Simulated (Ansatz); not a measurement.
Isomers of Li2H (doublet), relaxed with PBE-D4/def2-TZVP; total energies from Ansatz at PBE-QIDH/def2-TZVP.

```tsv
isomer	description	energy (Eh)
A	point group C2v; 2 × H–Li 1.70 Å	-15.55975
B	point group D∞h; 2 × H–Li 1.69 Å	-15.54822
```

Correlated methods freeze no core orbitals; core or outer-core shells of Li are correlated, in sets that lack core-valence functions.

The isomers come from a short search, and lower ones may exist.

Task: Work out the relative energies (1 Eh = 2625.5 kJ/mol) and the Boltzmann populations at 1200 K from electronic energies alone (R = 8.314 J/mol/K).

Result: ΔE: A 0.0, B 30.3 kJ/mol. RT = 9.98 kJ/mol. Factors exp(−ΔE/RT): A 1, B 0.048; sum 1.048. Populations: A 95.4 %, B 4.6 %. Zero-point energy, vibrational entropy and symmetry numbers are left out and can shift these; an error of 4 kJ/mol changes a ratio by a factor of 1.5. Over the other density-functional and correlated levels in def2 sets, the gap between A and B ranges from -3 to 37 kJ/mol.
